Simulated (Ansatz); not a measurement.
# AlH3OS: the cost of one run

Program: Ansatz 0.2.0. Level of theory: UKS PBE0-D4/def2-SVP. These are calculated values, not measurements.

## 1. The structure to begin with

Bond lengths: Al1–O2 2.179 Å, Al1–S3 2.104 Å, Al1–H5 1.528 Å, O2–H6 0.953 Å. Angles: Al1–O2–H6 168.7°, O2–Al1–S3 87.4°, O2–Al1–H5 114.4°, S3–Al1–H5 158.2°.

Coordinates:

```xyz
6

Al   -0.8016    0.4054   -0.6404
O     0.7311    0.1457    0.8858
S    -0.1901   -1.4445   -1.4346
H     0.6079   -0.8017    0.0384
H    -1.6046    1.6998   -0.5154
H     1.2572   -0.0046    1.6662
```

## 2. Run 1

150 steps of 0.5 fs at constant energy, with velocities drawn for 100 K.

Input file input.yaml:

```yaml
crystal:
  periodic: [false, false, false]
  atoms:
    - { symbol: Al, position_ang: [-0.8016, 0.4054, -0.6404] }
    - { symbol: O, position_ang: [0.7311, 0.1457, 0.8858] }
    - { symbol: S, position_ang: [-0.1901, -1.4445, -1.4346] }
    - { symbol: H, position_ang: [0.6079, -0.8017, 0.0384] }
    - { symbol: H, position_ang: [-1.6046, 1.6998, -0.5154] }
    - { symbol: H, position_ang: [1.2572, -0.0046, 1.6662] }
magnetization:
  spin_polarized: true
basis:
  gaussian: { orbitals: def2-SVP }
hamiltonian:
  xc: pbe0
  dispersion: d4
md:
  timestep: 0.5
  n_steps: 150
  ensemble: nve
  temperature: 100.0
  initial_velocities: maxwell_boltzmann
  seed: 872395
```

The run is started by

```console
$ ansatz run input.yaml --threads 1 --pin off --max-ram 2048MiB --backend cpu --events-out ev --progress --plain --runs-dir out
```

Q: Estimate wall time and peak memory on 1 thread of Arm Neoverse V1, shared host.

About 6.7 min, with a peak of 0.16 GiB.
